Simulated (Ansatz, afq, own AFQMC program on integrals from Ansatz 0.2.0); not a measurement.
# CHSi, doublet in 6-31G, levels against full CI

```xyz
3

Si    0.0000    0.0000    0.5488
C     0.0000    0.0000   -2.5972
H     0.0000    0.0000    2.0484
```

Connectivity, by distances: SiH ··· C.

Basis 6-31G. Only valence electrons are correlated. Ansatz 0.2.0 and our own AFQMC program on the same integrals; the CISD trial comes from CCSD amplitudes, and released means the phaseless constraint is let go. Uncertainties: one standard error, sampling alone.

Determinant: UHF, the one that the program's search chose, which needn't be the lowest solution. The geometry is a point of a scan.

Full CI on the same integrals is exact in this basis and with this determinant's frozen core.

Cautions: unrestricted determinant spin contaminated (⟨S²⟩ 1.75 against 0.75); the released energies are still falling, so no released level is given (meV from the phaseless value at times in 1/Eh: -5 ± 5 at 0.24, -9.8 ± 2.4 at 0.51, -16.1 ± 2.2 at 0.99, -45 ± 28 at 1.62, -16 ± 10 at 2.40), though the last usable value meets full CI within the noise; the next higher spin lies close (full CI puts it 75 meV above).

The T1 diagnostic is 0.0142, the weight of the determinant in the CISD state is 0.916 and the ⟨S²⟩ of the determinant is 1.753. The size of the correlated space is 9 electrons in 18 orbitals.

Reference: full CI, correlation energy -2.348 eV. The cautions show a poor starting determinant, so the rows tell how each method copes with it here, and full CI is the sure value.

```tsv
level	E − E(reference) (mEh)	share of correlation (%)
HF	86.30	0.00
MP2	31.32	63.71
CCSD	2.56	97.04
CCSD(T)	1.47	98.30
CCSDT	0.31	99.64
CCSDT(Q)	0.14	99.84
CCSDTQ	0.04	99.95
ph-AFQMC/HF	3.05 ± 0.67	96.46
ph-AFQMC/CISD	0.64 ± 0.05	99.26
```

CCSDT and higher add their correlation energy to the determinant of the CCSD(T) run, since their own runs factorise the integrals more tightly (a shift of under 2 meV).
